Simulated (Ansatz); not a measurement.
## Which is lower?

Two relaxed structures of CH2BO, doublet (PBE0-D4/def2-TZVP; forces vanish, vibrations not checked).

A:

```tsv
atom	x (Å)	y (Å)	z (Å)
B1	-1.0690	-0.3971	0.5754
C2	0.0693	0.2731	-0.1891
O3	0.0835	-1.0232	0.6023
H4	0.2235	0.1094	-1.2503
H5	0.6927	1.0378	0.2618
```

B:

B1  (-0.871, -0.697, 0.667)
C2  (0.022, 0.330, 0.263)
O3  (0.476, -1.009, 0.427)
H4  (-1.843, -1.277, 1.001)
H5  (0.655, 1.142, -0.041)
(Å)

Program: Ansatz 0.2.0. Basis: def2-TZVPP. Cores are frozen in the correlated methods; orbitals are unrestricted. B3LYP uses VWN-RPA correlation.

Question: Which structure is lower at CCSD(T), and by how much? (To be estimated.)

Answer: Computed: B, by 5.40 kcal/mol (electronic energy, against the other). By their contacts, A is CH₂BO ([B]1[CH2][O]1) and B is CH₂BO ([BH]1[CH][O]1).

All methods give the same order:

```csv
method,E(B) − E(A) (kcal/mol)
PBE-D4,-6.11
r2SCAN-D4,-5.91
PBE0-D4,-6.22
B3LYP-D4,-7.44
wB97M-V,-7.91
HF,-5.49
MP2,-3.81
CCSD,-5.71
CCSD(T),-5.40
```

T1 diagnostic: at most 0.019. ⟨S²⟩ of the unrestricted Hartree–Fock references: 0.76 to 0.78 (a pure state has 0.75).

Labels in which every atom is bracketed show which atoms are joined, not bond orders.

For scale, one of the runs: CCSD(T)/def2-TZVPP, 121 basis functions, launched by `ansatz run in.yaml --threads 2 --pin off --events-out ev --progress --plain --max-ram 4352MiB`. Hardware: 2 CPU threads of an Arm Neoverse V2, shared host. Wall time 18 s; peak host memory 1.2 GiB.
